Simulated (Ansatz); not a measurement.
# FSi2: the cost of one run

Computed with Ansatz 0.2.0, Gaussian basis. Level: def2-QZVPP, core rule «outside noble gas», up to 11 orbitals frozen.

Plan: UHF; ROHF; CCSD(T) on UHF.

2 further runs of the same task are left out: 2 set aside as unsound or not needed. Runs told in other sessions of the task aren't counted.

## (1) The system

The geometry is a PBE0/def2-TZVP stationary point (not a proven minimum).

3 atoms, charge 0, spin multiplicity 2.

Atoms are counted from 1 here; the program's logs count them from 0.

Bond lengths: F1–Si2 1.592 Å, Si2–Si3 2.130 Å. Angles: F1–Si2–Si3 180.0°.

## (2) UHF

File in.yaml:

```yaml
crystal:
  periodic: [false, false, false]
  atoms:
    - {symbol: F, position_ang: [0.000000, 0.000000, -1.771600]}
    - {symbol: Si, position_ang: [0.000000, 0.000000, -0.179400]}
    - {symbol: Si, position_ang: [0.000000, 0.000000, 1.951000]}
basis:
  gaussian: {orbitals: "def2-QZVPP.json"}
magnetization: {spin_polarized: true, initial_magnetization: 1}
hamiltonian: {xc: hf}
output: {orbitals: {seedname: orbitals}}
```

Run with:

```console
$ ansatz run in.yaml --threads 1 --pin off --events-out ev --progress --plain --max-ram 2393MiB
```

What time and memory should one allow on 1 thread of Arm Neoverse V1, shared host?

About 58 s, with a peak of 0.56 GiB.
